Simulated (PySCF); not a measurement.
Compound: fluoroacetonitrile, C2H2FN.
Bonds: N1–C2 (triple), C2–C3, C3–F4. Hydrogens: H5, H6 on C3.

All values: PBE0/def2-SVPD (PySCF, non-relativistic), on one gas-phase PBE0-D3(BJ)/def2-SVP geometry that isn't relaxed in the solvent. The solvent is an IEF-PCM continuum (Bondi radii, 1.10 Å for H, scaled by 1.2), and excitations are vertical TDDFT with non-equilibrium linear response and a frozen core. The model holds no explicit solvent molecules, cavitation or dispersion.

Gas-phase singlets (H = HOMO, L = LUMO):

```tsv
state	E (eV)	λ (nm)	f	leading configuration
S1	7.089	175	0.000	H→L 93%
S2	7.898	157	0.005	H-1→L 56%
S3	8.307	149	0.000	H-1→L+1 95%
S4	8.397	148	0.010	H-2→L 97%
S5	8.966	138	0.000	H→L+2 71%
```

Question: What are the lowest 5 singlets in chloroform (ε = 4.711)?

Answer: 
```json
{"state": "S1", "E (eV)": "7.130", "λ (nm)": "174", "f": "0.001", "leading configuration": "H→L 93%", "change by rank (eV)": "+0.041"}
{"state": "S2", "E (eV)": "7.977", "λ (nm)": "155", "f": "0.004", "leading configuration": "H-1→L 55%", "change by rank (eV)": "+0.079"}
{"state": "S3", "E (eV)": "8.398", "λ (nm)": "148", "f": "0.000", "leading configuration": "H-1→L+1 95%", "change by rank (eV)": "+0.091"}
{"state": "S4", "E (eV)": "8.545", "λ (nm)": "145", "f": "0.012", "leading configuration": "H-2→L 98%", "change by rank (eV)": "+0.148"}
{"state": "S5", "E (eV)": "8.944", "λ (nm)": "139", "f": "0.000", "leading configuration": "H-3→L 87%", "change by rank (eV)": "-0.022"}
```

Question: Give the list for acetonitrile (ε = 35.69), n² = 1.81.

Answer: 
| state | E (eV) | λ (nm) | f | leading configuration | change by rank (eV) |
| --- | --- | --- | --- | --- | --- |
| S1 | 7.139 | 174 | 0.001 | H→L 93% | +0.050 |
| S2 | 8.008 | 155 | 0.004 | H-1→L 54% | +0.110 |
| S3 | 8.433 | 147 | 0.000 | H-1→L+1 94% | +0.126 |
| S4 | 8.598 | 144 | 0.010 | H-2→L 98% | +0.201 |
| S5 | 8.909 | 139 | 0.000 | H-3→L 88% | -0.057 |

Question: The ground-state energy changes by -0.286 eV from gas to acetonitrile. By how much does the total energy of gas-phase S1 change?

Answer: E(S1) = E(S0) + excitation energy, so it changes by -0.286 + 0.050 = -0.236 eV: it is lowered less than the ground state, which is what a blue shift means. This is the vertical state, with the slow part of the continuum still set for S0.

Question: How do the frontier levels move from gas to acetonitrile?

Answer: 
```
orbital  gas (eV)  solvent (eV)  change (eV)
 LUMO+2      0.43          0.91        +0.48
 LUMO+1      0.33          0.45        +0.12
   LUMO     -0.64         -0.50        +0.14
   HOMO     -9.94         -9.83        +0.11
 HOMO-1    -10.42        -10.49        -0.07
 HOMO-2    -10.79        -10.94        -0.15
 HOMO-3    -11.59        -11.35        +0.24
```

The HOMO–LUMO gap goes from 9.30 to 9.33 eV.
